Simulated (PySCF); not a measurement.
## Running PySCF for NaF

Input:

```python
from pyscf import gto, scf, cc

mol = gto.M(
    atom='Na 0 0 0; F 0 0 2.037',
    basis='cc-pvdz',
    charge=0,
    spin=0,
    symmetry=True,
    verbose=4,
)
mf = scf.RHF(mol)
mf = mf.density_fit(auxbasis='def2-universal-jkfit')
mf.kernel()
mycc = cc.CCSD(mf)
mycc.kernel()
e = mycc.eaccsd(nroots=4)[0]
print('roots (eV) =', (e*27.211386).round(3))
mf.dip_moment()
print('orbital energies (hartree):', mf.mo_energy[..., max(0, mol.nelec[1]-3):mol.nelec[0]+3].round(4))
```

```bash
$ OMP_NUM_THREADS=1 python input.py
```

It prints (some set-up lines and the per-cycle HOMO/LUMO lines with their warnings removed):

```
PySCF version 2.14.0

[INPUT] Symbol           X                Y                Z      unit          X                Y                Z       unit  Magmom
[INPUT]  1 Na     0.000000000000   0.000000000000   0.000000000000 AA    0.000000000000   0.000000000000   0.000000000000 Bohr   0.0
[INPUT]  2 F      0.000000000000   0.000000000000   2.037000000000 AA    0.000000000000   0.000000000000   3.849372115739 Bohr   0.0

nuclear repulsion = 25.7184800594404
point group symmetry = Coov
symmetry origin: [0.         0.         1.73221745]
symmetry axis x: [1. 0. 0.]
symmetry axis y: [0. 1. 0.]
symmetry axis z: [0. 0. 1.]
num. orbitals of irrep A1 = 14
num. orbitals of irrep E1x = 7
num. orbitals of irrep E1y = 7
num. orbitals of irrep E2x = 2
num. orbitals of irrep E2y = 2
number of shells = 10
number of NR pGTOs = 67
number of NR cGTOs = 32
basis = cc-pvdz
ecp = {}

******** <class 'pyscf.df.df_jk.DFSymAdaptedRHF'> ********
method = DFSymAdaptedRHF
initial guess = minao
damping factor = 0
level_shift factor = 0
DIIS = <class 'pyscf.scf.diis.CDIIS'>
SCF conv_tol = 1e-09
SCF max_cycles = 50
Freeze 0 electrons in irreps []
    20 free electrons in irreps A1 E1x E1y E2x E2y
Initial guess from minao.
******** <class 'pyscf.df.df.DF'> ********
auxbasis = def2-universal-jkfit
init E= -260.915519781761
cycle= 1 E= -261.245262486854  delta_E= -0.33  |g|= 0.663  |ddm|= 0.72
cycle= 2 E= -261.284732022894  delta_E= -0.0395  |g|= 0.506  |ddm|= 0.73
cycle= 3 E= -261.323785903618  delta_E= -0.0391  |g|= 0.0108  |ddm|= 0.28
cycle= 4 E= -261.323853487896  delta_E= -6.76e-05  |g|= 0.00422  |ddm|= 0.0197
cycle= 5 E= -261.323860473834  delta_E= -6.99e-06  |g|= 0.000474  |ddm|= 0.0062
cycle= 6 E= -261.32386066984  delta_E= -1.96e-07  |g|= 7.08e-05  |ddm|= 0.00133
cycle= 7 E= -261.323860673757  delta_E= -3.92e-09  |g|= 6.39e-06  |ddm|= 0.000266
cycle= 8 E= -261.323860673787  delta_E= -3.02e-11  |g|= 1.02e-06  |ddm|= 2.11e-05
Extra cycle  E= -261.323860673788  delta_E= -9.09e-13  |g|= 3.76e-07  |ddm|= 1.83e-06
converged SCF energy = -261.323860673788

******** <class 'pyscf.cc.dfccsd.RCCSD'> ********
CC2 = 0
CCSD nocc = 10, nmo = 32
max_cycle = 50
direct = 0
conv_tol = 1e-07
conv_tol_normt = 1e-05
Init t2, MP2 energy = -261.533292860314  E_corr(MP2) -0.209432186525424
Init E_corr(RCCSD) = -0.209432186525501
cycle = 1  E_corr(RCCSD) = -0.203382664245487  dE = 0.00604952228  norm(t1,t2) = 0.0558172
cycle = 2  E_corr(RCCSD) = -0.209358937653838  dE = -0.00597627341  norm(t1,t2) = 0.022068
cycle = 3  E_corr(RCCSD) = -0.208718728656759  dE = 0.000640208997  norm(t1,t2) = 0.0208037
cycle = 4  E_corr(RCCSD) = -0.209210914856565  dE = -0.0004921862  norm(t1,t2) = 0.00690293
cycle = 5  E_corr(RCCSD) = -0.20952420154336  dE = -0.000313286687  norm(t1,t2) = 0.00381881
cycle = 6  E_corr(RCCSD) = -0.209498794101127  dE = 2.54074422e-05  norm(t1,t2) = 0.00107909
cycle = 7  E_corr(RCCSD) = -0.209433305376821  dE = 6.54887243e-05  norm(t1,t2) = 0.000587041
cycle = 8  E_corr(RCCSD) = -0.209435954831785  dE = -2.64945496e-06  norm(t1,t2) = 0.000212213
cycle = 9  E_corr(RCCSD) = -0.209437916935525  dE = -1.96210374e-06  norm(t1,t2) = 0.000103509
cycle = 10  E_corr(RCCSD) = -0.209442120853743  dE = -4.20391822e-06  norm(t1,t2) = 5.36292e-05
cycle = 11  E_corr(RCCSD) = -0.209442996382184  dE = -8.75528441e-07  norm(t1,t2) = 2.10672e-05
cycle = 12  E_corr(RCCSD) = -0.209443283636777  dE = -2.87254593e-07  norm(t1,t2) = 9.76395e-06
cycle = 13  E_corr(RCCSD) = -0.209443353787823  dE = -7.01510453e-08  norm(t1,t2) = 4.56859e-06
RCCSD converged
E(RCCSD) = -261.5333040275762  E_corr = -0.2094433537878227

******** <class 'pyscf.cc.eom_rccsd.EOMEA'> ********
max_space = 20
max_cycle = 50
conv_tol = 1e-07
partition = None
EOM-CCSD root 0 E = -0.01333030097462761  qpwt = 0.998551  conv = True
EOM-CCSD root 1 E = 0.03677347257322713  qpwt = 0.998949  conv = True
EOM-CCSD root 2 E = 0.03677347257322812  qpwt = 0.998949  conv = True
EOM-CCSD root 3 E = 0.0701271970187812  qpwt = 0.998119  conv = True
roots (eV) = [-0.363  1.001  1.001  1.908]
Dipole moment(X, Y, Z, Debye):  0.00000,  0.00000, -8.71994
orbital energies (hartree): [-0.4103 -0.3985 -0.3985 -0.0131  0.0368  0.0368]
```

In short: E(SCF) = -261.323861 Eh, 8 cycles, E(CCSD) − E(SCF) = -0.20944 Eh, μz(SCF) = -8.72 D, attachment roots -0.363, 1.001, 1.001, 1.908 eV.

It ran on Arm Neoverse V2 (1 thread, shared host) in 1.6 s.

Stability towards an unrestricted solution was not tested. The bond length is a typed value, not an optimised one. Positive EA roots mean that the added electron is unbound.
